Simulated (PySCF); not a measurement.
Compound: 2-chloroacrylic acid, C₃H₃ClO₂.
Numbering: `[CH2:1]=[C:2]([Cl:3])[C:4](=[O:5])[OH:6]` (hydrogens: H7, H8 on C1; H9 on O6)

The same species was optimised twice, with GFN2-xTB and with PBE0-D3(BJ)/def2-SVP (PySCF), and the same property calculations (PySCF, gas phase) were run on both structures.

```json
{"coordinate": "C1=C2 (Å)", "GFN2-xTB": "1.328", "PBE0-D3(BJ)/def2-SVP": "1.336", "change": "+0.008"}
{"coordinate": "C2–C4 (Å)", "GFN2-xTB": "1.490", "PBE0-D3(BJ)/def2-SVP": "1.496", "change": "+0.006"}
{"coordinate": "C2–Cl3 (Å)", "GFN2-xTB": "1.720", "PBE0-D3(BJ)/def2-SVP": "1.721", "change": "+0.001"}
{"coordinate": "C4=O5 (Å)", "GFN2-xTB": "1.200", "PBE0-D3(BJ)/def2-SVP": "1.199", "change": "-0.001"}
{"coordinate": "C4–O6 (Å)", "GFN2-xTB": "1.339", "PBE0-D3(BJ)/def2-SVP": "1.339", "change": "0.000"}
{"coordinate": "Cl3–C2–C4 (°)", "GFN2-xTB": "113.3", "PBE0-D3(BJ)/def2-SVP": "114.0", "change": "+0.7"}
{"coordinate": "C1–C2–C4 (°)", "GFN2-xTB": "124.0", "PBE0-D3(BJ)/def2-SVP": "123.4", "change": "-0.6"}
{"coordinate": "O5–C4–O6 (°)", "GFN2-xTB": "122.9", "PBE0-D3(BJ)/def2-SVP": "123.4", "change": "+0.5"}
{"coordinate": "C2–C4–O6 (°)", "GFN2-xTB": "112.2", "PBE0-D3(BJ)/def2-SVP": "111.8", "change": "-0.4"}
{"coordinate": "C2–C4–O5 (°)", "GFN2-xTB": "124.9", "PBE0-D3(BJ)/def2-SVP": "124.8", "change": "-0.1"}
{"coordinate": "C1–C2–Cl3 (°)", "GFN2-xTB": "122.7", "PBE0-D3(BJ)/def2-SVP": "122.6", "change": "-0.1"}
{"coordinate": "C1–C2–C4–O5 (°)", "GFN2-xTB": "180", "PBE0-D3(BJ)/def2-SVP": "180", "change": "0"}
```

Rotational constants: A = 4938, B = 2399, C = 1614 MHz (GFN2-xTB) against A = 4926, B = 2384, C = 1606 MHz (PBE0-D3(BJ)/def2-SVP). Point groups within 0.08 Å: Cs and Cs.

On the GFN2-xTB structure: lowest singlet, TDDFT (eV) 4.86 [PBE0/def2-SVPD]; lowest triplet, Tamm–Dancoff (eV) 3.50 [PBE0/def2-SVPD]; isotropic polarisability (au) 57.8 [PBE0/def2-SVPD]; HOMO (eV) -8.06 [PBE0/def2-SVPD]; LUMO (eV) -1.95 [PBE0/def2-SVPD]; dipole (D) 3.05 [PBE0/def2-SVPD].

Q: What do these properties become on the PBE0-D3(BJ)/def2-SVP structure?

A: 
```json
{"property": "lowest singlet, TDDFT (eV)", "level": "PBE0/def2-SVPD", "on GFN2-xTB": "4.86", "on PBE0-D3(BJ)/def2-SVP": "4.90", "change": "+0.04"}
{"property": "lowest triplet, Tamm–Dancoff (eV)", "level": "PBE0/def2-SVPD", "on GFN2-xTB": "3.50", "on PBE0-D3(BJ)/def2-SVP": "3.45", "change": "-0.05"}
{"property": "isotropic polarisability (au)", "level": "PBE0/def2-SVPD", "on GFN2-xTB": "57.8", "on PBE0-D3(BJ)/def2-SVP": "58.1", "change": "+0.3"}
{"property": "HOMO (eV)", "level": "PBE0/def2-SVPD", "on GFN2-xTB": "-8.06", "on PBE0-D3(BJ)/def2-SVP": "-8.04", "change": "+0.02"}
{"property": "LUMO (eV)", "level": "PBE0/def2-SVPD", "on GFN2-xTB": "-1.95", "on PBE0-D3(BJ)/def2-SVP": "-1.96", "change": "-0.01"}
{"property": "dipole (D)", "level": "PBE0/def2-SVPD", "on GFN2-xTB": "3.05", "on PBE0-D3(BJ)/def2-SVP": "2.97", "change": "-0.08"}
{"property": "energy, GFN2-xTB geometry as zero (kcal/mol)", "level": "PBE0/def2-SVPD", "on GFN2-xTB": "0.0", "on PBE0-D3(BJ)/def2-SVP": "-0.4", "change": "-0.4"}
```

The heavy atoms differ by 0.008 Å rms after alignment. Among bonds between heavy atoms C1=C2 changes most (+0.008 Å). Changes are differences of the printed values. Neither structure is proved a minimum here.

The values belong to the conformer `[CH2:1]=[C:2]([Cl:3])[C:4](=[O:5])[OH:6]`: C1–C2–C4–O5 180°, H–O6–C4–C2 180°.
